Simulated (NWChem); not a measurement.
# CH3O cation; SMILES C=[OH+]

Results from NWChem. The geometry was optimised at PBE-D3(BJ)/def2-SVP. Total energies compare along this basis series because the functional is fixed.

| level | basis functions | energy (Ha) | highest occupied level (eV) | orbital gap (eV) |
|---|---|---|---|---|
| PBE0/pcseg-1 | 43 | -114.6288 | -18.56 | 8.49 |
| PBE0/aug-pcseg-1 | 73 | -114.6369 | -18.52 | 8.48 |
| PBE0/pcseg-2 | 102 | -114.7011 | -18.49 | 8.43 |
| PBE0/STO-3G | 13 | -113.1840 | -17.62 | 8.55 |
| PBE0/def2-SVP | 43 | -114.5685 | -18.48 | 8.40 |
